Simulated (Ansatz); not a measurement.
# CH5AlO (built from SMILES C=O.[AlH3]): single points off equilibrium

An exercise on one series of results from a longer session: the logs are not shown, and one member is left open.

Program: Ansatz 0.2.0, Gaussian basis. Level of theory: single points in def2-TZVPP. These are calculated values, not measurements.

Cores are frozen in the correlated methods.

## Where the work starts

8 atoms, charge 0, spin multiplicity 1.

Atoms are counted from 1 here; the program's logs count them from 0.

Bond lengths: Al1–H2 1.717 Å, Al1–H3 1.648 Å, Al1–H4 1.373 Å, Al1–O5 2.185 Å, Al1–C6 2.363 Å, O5–C6 1.387 Å, C6–H7 1.182 Å, C6–H8 0.970 Å. Angles: H2–Al1–H3 109.6°, H2–Al1–H4 111.4°, H2–Al1–O5 76.7°, H2–Al1–C6 41.7°, H3–Al1–H4 129.0°, H3–Al1–O5 97.9°, H3–Al1–C6 110.3°, H4–Al1–O5 120.0°, H4–Al1–C6 120.5°, O5–Al1–C6 35.2°, Al1–O5–C6 79.4°, Al1–C6–O5 65.4°, Al1–C6–H7 120.9°, Al1–C6–H8 108.7°, O5–C6–H7 106.8°, O5–C6–H8 126.6°, H7–C6–H8 118.3°.

Coordinates:

```xyz
8
charge 0, multiplicity 1
Al   -1.0233    0.2952   -0.6216
H    -0.5203   -0.7442    0.6492
H    -1.0330   -0.5354   -2.0450
H    -1.9042    1.2475   -0.1715
O     1.1285    0.6553   -0.5006
C     0.9481   -0.1818    0.5906
H     1.5710   -1.1631    0.3756
H     0.8202    0.0894    1.5129
```

The first run:

run/in.yaml reads:

```yaml
crystal:
  periodic: [false, false, false]
  atoms:
    - {symbol: Al, position_ang: [-1.023300, 0.295200, -0.621600]}
    - {symbol: H, position_ang: [-0.520300, -0.744200, 0.649200]}
    - {symbol: H, position_ang: [-1.033000, -0.535400, -2.045000]}
    - {symbol: H, position_ang: [-1.904200, 1.247500, -0.171500]}
    - {symbol: O, position_ang: [1.128500, 0.655300, -0.500600]}
    - {symbol: C, position_ang: [0.948100, -0.181800, 0.590600]}
    - {symbol: H, position_ang: [1.571000, -1.163100, 0.375600]}
    - {symbol: H, position_ang: [0.820200, 0.089400, 1.512900]}
basis:
  gaussian: {orbitals: def2-TZVPP}
correlation: {method: ccsd_t}
output: {forces: true}
```

No record of the launch command was kept for these runs.

Among the steps run: CCSD(T)/def2-TZVPP; PBE0-D4/def2-TZVPP; wB97M-V/def2-TZVPP; r2SCAN-D4/def2-TZVPP; PBE-D4/def2-TZVPP; B97M-V/def2-TZVPP; LC-wPBE/def2-TZVPP.

One of the session's tables, all rows but one given; the rest of the session is left out.

```
   method  RMS force component (eV/Å)  angle to CCSD(T) forces (°)  dipole (D)
  CCSD(T)                       2.926                    reference        2.72
  PBE0-D4                       3.011                          2.9        2.70
  wB97M-V                       2.940                          2.3        2.77
r2SCAN-D4                       2.946                          1.7        2.62
   PBE-D4                       2.892                          3.0        2.49
   B97M-V                       2.935                          3.6        2.62
  LC-wPBE                           ?                            ?           ?
```

**Question.** Estimate the row for LC-wPBE.

**Answer.** RMS force component (eV/Å): 3.061; angle to CCSD(T) forces (°): 3.3; dipole (D): 2.87. In the column «RMS force component (eV/Å)» it is the highest.
